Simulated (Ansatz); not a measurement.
The same path of CH5B + H2 (9 atoms, charge 0, multiplicity 1) was run twice with different band settings. Lost on the way: B1–C2, H8–H9. Made: B1–H8, C2–H9.

These are results of RKS PBE-D4/def2-mTZVP in Ansatz, not measurements.

Relaxed end points:

```xyz
9
Properties=species:S:1:pos:R:3
B 0.021 0.144 0.402
C 0.045 0.353 1.945
H -0.895 0.124 2.467
H 0.889 -0.115 2.471
H 0.191 1.449 2.072
H 1.041 -0.022 -0.216
H -1.004 0.252 -0.220
H -0.326 -2.326 -0.057
H -0.313 -2.430 0.689
```

```xyz
9
Properties=species:S:1:pos:R:3
B -0.094 -0.572 -0.372
C 0.008 -0.035 2.244
H -0.953 0.009 2.770
H 0.816 -0.320 2.928
H 0.230 0.933 1.785
H 0.996 -0.097 -0.518
H -1.069 0.122 -0.444
H -0.219 -1.767 -0.326
H -0.066 -0.847 1.486
```

Common settings: climbing image yes; spring 5.0 eV/Å²; optimiser quadratic models (default); start path through a guess of the saddle point; force threshold 0.03 eV/Å; iteration limit 60; end points relaxed.

| run | movable images |
| --- | --- |
| 1 | 9 |
| 2 | 1 |

What does each run give, and how far can it be trusted?

Run 1: converged after 9 iterations, highest image 0.413 eV above the first end. A vibrational analysis at the climbing image gives one clearly imaginary mode, 964i cm⁻¹: a first-order saddle point.
Run 2: converged after 13 iterations, highest image 0.413 eV above the first end. Another band between the same ends (9 images) ends at a top of the same energy, where a vibrational analysis finds 1 clearly imaginary mode. So few images can step over the top or miss a turn of the path.
The orbitals stay closed-shell, which can raise the energy where a bond breaks towards radicals; this wasn't checked here.
